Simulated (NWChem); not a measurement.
Electron attachment to Li (+1)

```
Li
```
Charge +1, spin multiplicity 1.

Everything below was run with NWChem.

Basis set: def2-TZVPD. The species with one electron more has spin multiplicity 2. Δ marks differences of total energies (open shells unrestricted). −ε marks an orbital energy of the parent. That orbital need not have the symmetry of the hole or added electron in the Δ rows.

The stability of the SCF solutions was not checked.

Task: For the vertical electron affinity, ΔLC-wPBE (omega 0.3 per bohr) gives 5.61 eV and −ε(LUMO) of HF gives 5.34 eV. What do G0W0@PBE0, evGW0@PBE, G0W0@CAM-B3LYP give?

Result: G0W0@PBE0: 5.24 eV; evGW0@PBE: 5.11 eV; G0W0@CAM-B3LYP: 5.26 eV.
